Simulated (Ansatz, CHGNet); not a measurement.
For rutile MnF2, the machine-learned potential CHGNet-r²SCAN (trained on r²SCAN data) gives:

| Property | Result |
|---|---|
| elastic constant C11 | 59.6 GPa |
| elastic constant C44 | 11.8 GPa |
| polycrystal shear modulus | 10.9 GPa |

What does PBE0 in Ansatz (plane waves, PAW) give for the same quantities?


- elastic constant C11: 105 GPa (goes up by 76 %)
- elastic constant C44: 29.8 GPa (rises by 150 %)
- Voigt–Reuss–Hill shear modulus: 30.7 GPa (goes up by 180 %)

Changes are worked out from the printed values.

Unless a cell is named, each level is at its own relaxed cell (CHGNet-r²SCAN 13.01, PBE0 13.24 Å³/atom).

Spin-polarised runs: PBE0 (opposed moments).

Ansatz's density-functional and Hartree–Fock values are scalar-relativistic unless marked +SOC, with PAW data made under PBE.

Ansatz is a quantum-chemistry and plane-wave program.
